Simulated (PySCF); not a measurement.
C: ionisation energy

C [He] 2s2 2p2 (3P) → C+ [He] 2s2 2p1 (2P), as a difference of total energies. Calculation: PySCF 2.14, in aug-cc-pVDZ-DK (4s3p2d, 23 functions); the spin-free X2C one-electron Hamiltonian (Gaussian nucleus). Correlated levels: valence: 1s2 frozen. The calculations carry no spin-orbit coupling.

| method | ionisation energy (eV) | error (eV) |
| --- | --- | --- |
| UHF | 10.812 | -0.450 |
| PBE | 11.561 | +0.299 |
| M06-2X | 11.343 | +0.081 |
| MP2 (valence) | 11.140 | -0.122 |
| SCS-MP2 (valence) | 11.032 | -0.230 |
| CCSD (valence) | 11.046 | -0.216 |
| CCSD(T) (valence) | 11.062 | -0.200 |

Reference: 11.262 eV (measured; NIST levels, between the centres of gravity of the two terms).

Errors of the correlated levels include the incompleteness of this basis and the frozen core.
